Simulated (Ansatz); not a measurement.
Born–Oppenheimer molecular dynamics of ClH + H3N (6 atoms, charge 0, multiplicity 1). It starts from a relaxed structure.

All numbers below come from UKS B3LYP-D4/def2-SVP (Ansatz).

```
ensemble                      : NVE (velocity Verlet)
time step                     : 0.5 fs
steps asked                   : 150
starting velocities drawn for : 300 K
seed                          : 692071
```

Frames 2.5 fs apart, positions in Å, forces in eV/Å.

Velocities at 0.0 fs (Å/ps):

```
N -2.67 0.44 -5.28
H 17.23 -5.53 -19.89
H -16.46 3.29 -9.89
H 28.10 -3.15 0.84
Cl -0.18 -0.22 2.68
H 14.42 7.11 7.97
```

```xyz
6
Properties=species:S:1:pos:R:3:forces:R:3 time_fs=0.0 energy_less_start_eV=0.000 T=300
N -0.004 -0.011 -0.619 0.00 0.00 0.01
H -0.131 0.921 -1.019 0.00 0.00 0.00
H 0.870 -0.385 -0.992 0.00 0.00 0.00
H -0.762 -0.598 -0.972 0.00 0.00 0.00
Cl 0.018 0.047 2.473 0.00 0.00 0.00
H 0.009 0.026 1.130 0.00 0.00 0.00
6
Properties=species:S:1:pos:R:3:forces:R:3 time_fs=2.5 energy_less_start_eV=0.056 T=194
N -0.010 -0.009 -0.632 0.95 0.90 0.60
H -0.092 0.908 -1.069 -0.38 0.09 -0.01
H 0.840 -0.382 -1.018 0.86 -0.33 -0.07
H -0.710 -0.616 -0.978 -1.39 -0.66 -0.50
Cl 0.017 0.046 2.479 0.03 0.01 0.15
H 0.045 0.044 1.148 -0.06 -0.01 -0.17
6
Properties=species:S:1:pos:R:3:forces:R:3 time_fs=5.0 energy_less_start_eV=0.056 T=193
N -0.013 -0.004 -0.643 0.56 -0.67 -0.54
H -0.074 0.900 -1.120 -0.53 -0.06 0.03
H 0.852 -0.394 -1.046 0.03 0.01 0.38
H -0.726 -0.661 -1.005 0.01 0.72 0.19
Cl 0.017 0.046 2.486 0.05 0.01 0.09
H 0.077 0.061 1.157 -0.11 -0.02 -0.14
6
Properties=species:S:1:pos:R:3:forces:R:3 time_fs=7.5 energy_less_start_eV=0.078 T=151
N -0.012 -0.001 -0.655 0.35 -1.15 -1.09
H -0.087 0.888 -1.168 -0.39 -0.20 0.16
H 0.867 -0.406 -1.052 -0.54 0.25 0.53
H -0.745 -0.668 -1.024 0.67 1.11 0.49
Cl 0.017 0.045 2.494 0.08 0.02 -0.15
H 0.102 0.076 1.159 -0.18 -0.03 0.05
6
Properties=species:S:1:pos:R:3:forces:R:3 time_fs=10.0 energy_less_start_eV=0.036 T=231
N -0.010 -0.003 -0.672 0.45 0.40 -0.15
H -0.122 0.866 -1.206 -0.04 0.01 0.21
H 0.856 -0.406 -1.030 0.20 -0.08 0.06
H -0.734 -0.619 -1.018 -0.48 -0.32 0.01
Cl 0.016 0.045 2.500 0.10 0.03 -0.31
H 0.116 0.090 1.163 -0.22 -0.03 0.18
6
Properties=species:S:1:pos:R:3:forces:R:3 time_fs=12.5 energy_less_start_eV=0.069 T=169
N -0.007 -0.003 -0.690 0.02 1.03 0.52
H -0.160 0.845 -1.233 0.31 0.35 0.09
H 0.856 -0.410 -1.005 0.63 -0.31 -0.33
H -0.748 -0.586 -1.010 -0.84 -1.07 -0.13
Cl 0.016 0.044 2.507 0.09 0.02 -0.23
H 0.118 0.102 1.176 -0.22 -0.03 0.07
6
Properties=species:S:1:pos:R:3:forces:R:3 time_fs=15.0 energy_less_start_eV=0.075 T=157
N -0.003 0.000 -0.706 -0.88 -0.47 -0.11
H -0.180 0.843 -1.254 0.48 0.22 0.05
H 0.886 -0.429 -0.995 -0.43 0.15 -0.18
H -0.800 -0.606 -1.005 0.93 0.10 0.43
Cl 0.017 0.044 2.513 0.07 0.01 -0.01
H 0.106 0.113 1.193 -0.18 -0.01 -0.17
6
Properties=species:S:1:pos:R:3:forces:R:3 time_fs=17.5 energy_less_start_eV=0.076 T=154
N -0.003 0.002 -0.722 -0.67 -0.57 -0.11
H -0.172 0.852 -1.272 0.42 -0.14 0.11
H 0.894 -0.441 -0.997 -0.75 0.32 -0.10
H -0.805 -0.625 -0.978 1.08 0.39 0.32
Cl 0.017 0.043 2.519 0.05 0.01 0.00
H 0.085 0.123 1.200 -0.13 -0.01 -0.22
6
Properties=species:S:1:pos:R:3:forces:R:3 time_fs=20.0 energy_less_start_eV=0.051 T=202
N -0.005 0.002 -0.739 0.34 0.87 0.75
H -0.141 0.855 -1.283 0.07 -0.13 0.01
H 0.864 -0.436 -1.006 0.34 -0.14 -0.25
H -0.756 -0.628 -0.934 -0.71 -0.61 -0.26
Cl 0.017 0.043 2.525 0.03 0.03 -0.27
H 0.056 0.132 1.196 -0.07 -0.03 0.01
6
Properties=species:S:1:pos:R:3:forces:R:3 time_fs=22.5 energy_less_start_eV=0.077 T=152
N -0.007 0.005 -0.752 0.50 0.40 1.09
H -0.106 0.852 -1.295 -0.35 0.13 -0.26
H 0.851 -0.439 -1.029 0.65 -0.27 -0.17
H -0.740 -0.659 -0.903 -0.81 -0.26 -0.37
Cl 0.018 0.043 2.530 0.00 0.05 -0.51
H 0.022 0.139 1.192 0.00 -0.04 0.23
6
Properties=species:S:1:pos:R:3:forces:R:3 time_fs=25.0 energy_less_start_eV=0.109 T=91
N -0.006 0.009 -0.761 0.30 -1.29 0.50
H -0.091 0.853 -1.321 -0.51 -0.12 -0.19
H 0.869 -0.454 -1.060 -0.43 0.24 0.22
H -0.765 -0.701 -0.893 0.60 1.15 -0.24
Cl 0.018 0.043 2.535 -0.03 0.04 -0.48
H -0.011 0.144 1.200 0.08 -0.04 0.18
6
Properties=species:S:1:pos:R:3:forces:R:3 time_fs=27.5 energy_less_start_eV=0.090 T=127
N -0.004 0.009 -0.767 0.48 -0.50 0.13
H -0.105 0.847 -1.356 -0.37 -0.50 0.16
H 0.867 -0.458 -1.080 -0.48 0.26 0.26
H -0.762 -0.684 -0.898 0.30 0.73 -0.26
Cl 0.018 0.042 2.539 -0.05 0.02 -0.22
H -0.040 0.148 1.218 0.12 -0.01 -0.06
```

Of the whole run (75 fs, mean temperature of the second half 115 K): The conserved energy stayed within 0.18 meV per atom of its start (net change 0.13 meV per atom), so the integration is sound. A run of 0.075 ps of so small a system gives no equilibrium averages.

Run time: 2.7 min on 1 thread of Intel(R) Xeon(R) Platinum 8488C (Sapphire Rapids), with other jobs on the host, peak memory 0.14 GiB.
